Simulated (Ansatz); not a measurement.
bcc Ta: PBE at its full settings (plane-wave cutoff 520 eV, 24×24×24 k mesh, Fermi–Dirac smearing 0.05 eV, scalar-relativistic PAW data made under PBE) and at cheaper ones, in a cell of 1 atom with Γ-centred meshes.

```csv
level and setting,lattice parameter a (Å),bulk modulus (GPa)
PBE (Ansatz),3.319,194
PBE (250 eV cutoff) (Ansatz),3.321,196
PBE (300 eV cutoff) (Ansatz),3.320,195
PBE (Γ point alone) (Ansatz),3.658,168
PBE (2×2×2 k mesh) (Ansatz),___,___
PBE (4×4×4 k mesh) (Ansatz),3.318,212
PBE (4×4×4 k mesh and 300 eV cutoff) (Ansatz),3.319,214
PBE (6×6×6 k mesh) (Ansatz),3.333,184
PBE (Fermi-Dirac smearing of 0.3 eV) (Ansatz),3.329,189
```

Q: Fill in the missing entries.

A: 
- PBE (2×2×2 k mesh) (Ansatz, a first-principles code), lattice parameter a (Å): 3.167
- PBE (2×2×2 k mesh) (Ansatz), bulk modulus (GPa): 238

Largest shifts from the full settings: lattice constant a +10.2 % (PBE (Γ point alone)), against a difference of +0.61 % of the full result from the reference 3.299 Å (measured, static lattice: zero-point anharmonic expansion removed; as tabulated in Mejia-Rodriguez and Trickey (2018), arXiv:1807.09216); bulk modulus +23 % (PBE (2×2×2 k mesh)), against a difference of -2.0 % of the full result from the reference 198 GPa (measured, corrected for temperature and zero-point phonon effects, sources range from 194 to 203; as tabulated in Levämäki et al. (2014), arXiv:1402.3671).

Ansatz's density-functional and Hartree–Fock values are scalar-relativistic unless marked +SOC, with PAW data made under PBE.

Run with cheap settings on purpose, which may leave them unconverged: PBE (250 eV cutoff), PBE (2×2×2 k mesh), PBE (300 eV cutoff), PBE (4×4×4 k mesh and 300 eV cutoff), PBE (4×4×4 k mesh), PBE (6×6×6 k mesh), PBE (Fermi-Dirac smearing of 0.3 eV), PBE (Γ point alone).
